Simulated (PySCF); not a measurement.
Compound: sulfur monoxide, SO (triplet state).
SMILES: `O=S`

Method used: PySCF 2.14.0, PBE0-D3(BJ)/def2-SVP geometry optimisation, gas phase.

Take the most abundant isotopes and a rigid rotor. 

(1) What are the moment of inertia and the rotational constant?

(2) List the first levels of a rigid rotor in a Σ state.

(3) Where do the first rotational lines fall?

(4) Estimate the classical rotational partition function at 10 K, 100 K and 298.15 K.

Answers

(1) I = 24.047 u·Å², B = 505379 MHz·u·Å²/I = 21016 MHz (0.7010 cm⁻¹, or 1.009 K as hB/k). For two atoms I = μr² with μ = 10.6613 u and r = 1.5019 Å.

(2) E(J) = BJ(J+1): J = 1: 1.402, J = 2: 4.206, J = 3: 8.412, J = 4: 14.020, J = 5: 21.030, J = 6: 29.443 cm⁻¹. For this open shell read J as N, the rotation without spin; fine and hyperfine splittings come on top.

(3) The dipole is 1.67 D; J+1 ← J lies at 2B(J+1): 1 ← 0 at 42.03 GHz, 2 ← 1 at 84.06 GHz, 3 ← 2 at 126.10 GHz, 4 ← 3 at 168.13 GHz, 5 ← 4 at 210.16 GHz, 6 ← 5 at 252.19 GHz.

(4) Point group C∞v, symmetry number σ = 1; q = kT/(σhB), k/h = 20836.6 MHz/K: 9.9 at 10 K, 99.1 at 100 K, 296 at 298.15 K.

PBE0-D3(BJ)/def2-SVP frequencies: not computed here. ⟨S²⟩ = 2.007 (exact for a triplet: 2.00). No vibrational averaging or centrifugal distortion is included, and the geometry carries the error of its method.

On one thread of an x86-64 server (shared host), this took 1.6 s wall. These figures are those of the optimisation.
